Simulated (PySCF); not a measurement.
Simulated Si 2p region for `O=C[SiH3]`, binding energy against the vacuum level.

Every computed line was given a Gaussian of 0.4 eV full width at half maximum and an area set by the number of equivalent atoms (split 2:1 within a doublet); the highest printed point is 100. Theory: delta-SCF UKS SCAN, pcX-2 on the ionised atom, pcseg-1 elsewhere, spin-free X2C in PySCF 2.14.0.

binding energy (eV), intensity and a bar:
```
    106.7          1 
    106.8          3 #
    106.9         12 ####
    107.0         35 ##########
    107.1         70 #####################
    107.2         99 ##############################
    107.3        100 ##############################
    107.4         72 ######################
    107.5         40 ############
    107.6         27 ########
    107.7         34 ##########
    107.8         48 ##############
    107.9         51 ###############
    108.0         40 ############
    108.1         21 ######
    108.2          8 ##
    108.3          2 #
    108.4          0
```

Problem. Count the maxima, the lines and the sites behind this envelope.

Solution. The curve has 2 maxima (at 107.2 and 107.9 eV). Under it lie 2 lines from 1 inequivalent silicon site, drawn as a 2p3/2, 2p1/2 pair.

Problem. Decompose the envelope and assign each component. Numbering: `[O:1]=[CH:2][SiH3:3]`.

Solution. 
```json
{"position (eV)": "107.25", "relative area": "0.67", "line": "Si 2p3/2", "atoms": "Si3", "environment": "SiH3 silicon"}
{"position (eV)": "107.87", "relative area": "0.33", "line": "Si 2p1/2", "atoms": "Si3", "environment": "SiH3 silicon"}
```

Problem. What are the centre and the root-mean-square width of the whole band?

Solution. The area-weighted mean of the lines is 107.46 eV. Their own spread about it is 0.29 eV (rms) and each Gaussian has σ = 0.4/2.355 = 0.17 eV; the variances add, which gives 0.34 eV.

The curve has no shake-up lines and no vibrational structure. The 2p values aren't plain energy differences: one relaxed spin-free 2p hole is combined with a matrix within the shell (ground-state 2p orbital-energy differences and spin–orbit coupling). 2p3/2, the mean of its two sublevels, lies a third of the splitting below the shell's mean and 2p1/2 two thirds above it; the statistical areas are 2:1. 2p1/2 minus 2p3/2 (ligand field included): Si 0.62 eV. Geometry: PBE0-D3(BJ)/def2-SVP; no solvent, vibrations or thermal averaging.

Hardware: one thread, x86-64 server (shared host). Cost: 11 s wall.
